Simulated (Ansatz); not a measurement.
A run of Ansatz (development build ahead of 0.2.0) on singlet CH₂O at this shape:

```yaml
atoms:
  - { symbol: C, position_ang: [0.0000, 0.0000, -0.5228] }
  - { symbol: O, position_ang: [0.0000, 0.0000, 0.6733] }
  - { symbol: H, position_ang: [0.0000, -0.9444, -1.1247] }
  - { symbol: H, position_ang: [0.0000, 0.9444, -1.1247] }
```

Its results:

| Quantity | Value |
| --- | --- |
| Converged | yes |
| Reference energy | -113.91158 hartree |
| Correlation energy | -0.39496 hartree |
| Total energy | -114.30654 hartree |
| Spin squared of the determinant | 0.000 |

(1) Which input gives this output? Name the method, the orbitals and the basis set, and write the input.

Answers

(1) RHF-MP2 in cc-pVTZ. An unrestricted run that stays on the closed shell gives the same numbers.

```yaml
crystal:
  periodic: [false, false, false]
  atoms:
    - { symbol: C, position_ang: [0.0, 0.0, -0.52281] }
    - { symbol: O, position_ang: [0.0, 0.0, 0.67328] }
    - { symbol: H, position_ang: [0.0, -0.94444, -1.12469] }
    - { symbol: H, position_ang: [0.0, 0.94444, -1.12469] }
basis:
  gaussian: { orbitals: cc-pVTZ }
hamiltonian:
  xc: hf
correlation:
  method: mp2
  frozen_orbitals: { C: 1, H: 0, O: 1 }
```
